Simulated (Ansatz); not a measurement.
# C₂H₅Si+ (SMILES C=[Si+]C): one structure at several levels

The atoms stand at a structure displaced at random from a GFN2-xTB minimum. How far do the functionals agree with CCSD(T) there?

Program: Ansatz 0.2.0, Gaussian basis. Level of theory: single points in def2-TZVPP. These are calculated values, not measurements.

Cores are frozen in the correlated methods.

**1. Where the work starts**

SMILES `C=[Si+]C`, 8 atoms, charge 1, spin multiplicity 1.

Atoms are counted from 1 here; the program's logs count them from 0.

Bond lengths: C1–Si2 1.535 Å, C1–H4 1.036 Å, C1–H5 1.092 Å, Si2–C3 1.981 Å, C3–H6 1.239 Å, C3–H7 1.195 Å, C3–H8 1.040 Å. Angles: Si2–C1–H4 122.3°, Si2–C1–H5 120.6°, H4–C1–H5 115.0°, C1–Si2–C3 175.7°, Si2–C3–H6 117.3°, Si2–C3–H7 103.9°, Si2–C3–H8 119.2°, H6–C3–H7 99.5°, H6–C3–H8 101.4°, H7–C3–H8 114.2°.

Coordinates:

```xyz
8
C2H5Si
C    -1.0764    1.0467   -1.2523
Si   -0.2790    0.1977   -0.2518
C     0.8467   -0.9255    0.9294
H    -1.8609    0.6582   -1.8054
H    -1.0346    2.1372   -1.2137
H     1.3870   -0.3688    1.8952
H     1.8146   -1.1563    0.2674
H     0.4289   -1.7637    1.3818
```

**2. CCSD(T)/def2-TZVPP**

File run/in.yaml:

```yaml
crystal:
  periodic: [false, false, false]
  atoms:
    - {symbol: C, position_ang: [-1.076400, 1.046700, -1.252300]}
    - {symbol: Si, position_ang: [-0.279000, 0.197700, -0.251800]}
    - {symbol: C, position_ang: [0.846700, -0.925500, 0.929400]}
    - {symbol: H, position_ang: [-1.860900, 0.658200, -1.805400]}
    - {symbol: H, position_ang: [-1.034600, 2.137200, -1.213700]}
    - {symbol: H, position_ang: [1.387000, -0.368800, 1.895200]}
    - {symbol: H, position_ang: [1.814600, -1.156300, 0.267400]}
    - {symbol: H, position_ang: [0.428900, -1.763700, 1.381800]}
basis:
  gaussian: {orbitals: def2-TZVPP}
total_charge: 1
correlation: {method: ccsd_t}
output: {forces: true}
```

No record of the launch command was kept for these runs.

**3. PBE0-D4/def2-TZVPP**

Edit run/in.yaml of step 2 so:

```diff
@@ -14,3 +14,3 @@
 total_charge: 1
-correlation: {method: ccsd_t}
-output: {forces: true}
+hamiltonian: {xc: pbe0, dispersion: d4}
+output: {forces: true, orbitals: {seedname: orbitals}}
```

**4. wB97M-V/def2-TZVPP**

Edit run/in.yaml of step 3 so:

```diff
@@ -14,3 +14,3 @@
 total_charge: 1
-hamiltonian: {xc: pbe0, dispersion: d4}
-output: {forces: true, orbitals: {seedname: orbitals}}
+hamiltonian: {xc: {name: wB97M-V}}
+output: {forces: true}
```

**5. r2SCAN-D4/def2-TZVPP**

Edit run/in.yaml of step 4 so:

```diff
@@ -14,3 +14,3 @@
 total_charge: 1
-hamiltonian: {xc: {name: wB97M-V}}
+hamiltonian: {xc: r2scan, dispersion: d4}
 output: {forces: true}
```

**6. PBE-D4/def2-TZVPP**

Edit run/in.yaml of step 5 so:

```diff
@@ -14,3 +14,3 @@
 total_charge: 1
-hamiltonian: {xc: r2scan, dispersion: d4}
+hamiltonian: {xc: pbe, dispersion: d4}
 output: {forces: true}
```

**7. revPBE-D4/def2-TZVPP**

Edit run/in.yaml of step 6 so:

```diff
@@ -14,3 +14,3 @@
 total_charge: 1
-hamiltonian: {xc: pbe, dispersion: d4}
+hamiltonian: {xc: {name: revPBE}, dispersion: d4}
 output: {forces: true}
```

**8. BLYP-D4/def2-TZVPP**

Edit run/in.yaml of step 7 so:

```diff
@@ -14,3 +14,3 @@
 total_charge: 1
-hamiltonian: {xc: {name: revPBE}, dispersion: d4}
+hamiltonian: {xc: {name: BLYP}, dispersion: d4}
 output: {forces: true}
```

(Steps that only read results are left out.)

Before running it: what results should come out? Wanted: energy less free atoms, CCSD(T)/def2-TZVPP; RMS force component; RMS force error; HOMO and LUMO, PBE0-D4; T1 diagnostic.

The runs gave:

```
                                  quantity                                                                                             value
energy less free atoms, CCSD(T)/def2-TZVPP                                                                                        -19.311 eV
                       RMS force component                                                              2.641 to 2.792 eV/Å over the methods
                           RMS force error  PBE0-D4 0.178, wB97M-V 0.215, r2SCAN-D4 0.156, PBE-D4 0.185, revPBE-D4 0.158, BLYP-D4 0.150 eV/Å
                    HOMO and LUMO, PBE0-D4                                                                               -13.22 and -8.32 eV
                             T1 diagnostic                                                                                             0.014
```

**Reading.** Against CCSD(T) the functionals' energies less atoms differ by -1.396 to -0.749 eV, PBE-D4 by -1.396 eV. A larger basis would deepen the CCSD(T) value, while the functionals are nearly converged already, so the order here is not reliable. On forces the order runs from BLYP-D4 to wB97M-V. Frozen-core CCSD(T) forces in triple zeta carry basis errors of their own, and this is one geometry, so small gaps rank nothing.
